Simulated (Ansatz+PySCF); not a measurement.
Results of a calculation; reference values are marked as such.
**Several solutions for singlet H2O2**

```csv
atom,x (Å),y (Å),z (Å)
O,0.0425,-0.0349,-0.7092
O,0.0487,-0.0254,0.7092
H,0.0792,0.9122,-0.9007
H,-0.8087,-0.4293,0.9007
```

Basis set: def2-SVP (spherical functions). Charge 0, multiplicity 1.

CASSCF(2,2) was run from several starts with Ansatz (development build ahead of 0.2.0) and PySCF 2.14.0. The starts are those of the Hartree–Fock orbitals from which the active space was taken at the frontier.

```tsv
run	program	start	converged	energy (hartree)	<S²>
A	Ansatz	stability test followed	yes	-150.67295	0.00
B	PySCF	program defaults	yes	-150.67295	0.00
C	Ansatz	search for the lowest state	yes	-150.69181	0.00
D	Ansatz	atomic start, no search	yes	-150.67295	0.00
```

Q: Which runs reached the lowest solution of this kind, and what is wrong with the others?

A: C reached the lowest solution found. Converged but too high: A by 0.51 eV, B by 0.51 eV, D by 0.51 eV. Convergence only shows a stationary point; in CASSCF the end hangs on which orbitals enter the active space. Caution: other starts end on other solutions of this active space.
